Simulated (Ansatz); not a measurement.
# CF: the cost of one run

Computed with Ansatz 0.2.0 (CCSD(T) on unrestricted Hartree-Fock, Gaussian basis cc-pV(T+d)Z, and further levels as typed in the inputs, unless a step's input says otherwise).

## Step 1: The system as given

Bond lengths: C1–F2 1.270 Å.

As a file:

```xyz
2

C     0.0000    0.0000    0.0000
F     0.0000    0.0000    1.2700
```

## Step 2: Relaxing the atoms: CF

Contents of input.yaml:

```yaml
relax:
  f_tol: 0.001
  max_steps: 200
crystal:
  periodic: [false, false, false]
  atoms:
    - { symbol: C, position_ang: [0.0, 0.0, 0.0] }
    - { symbol: F, position_ang: [0.0, 0.0, 1.27] }
magnetization:
  spin_polarized: true
  initial_magnetization: 1
basis:
  gaussian: { orbitals: "cc-pV(T+d)Z.json" }
hamiltonian:
  xc: hf
correlation:
  method: ccsd_t
scf:
  omitted_lower_state_checks: [cluster_reference]
```

Run with:

```sh
> ansatz run input.yaml --threads 1 --pin off --max-ram 2457MiB --backend cpu --events-out ev --progress --plain --runs-dir out
```

**Question.** How long does this run take on 1 thread of Intel Xeon at 2.30GHz, shared host, and how much memory does it need?

About 40 s, with a peak of 0.3 GiB.
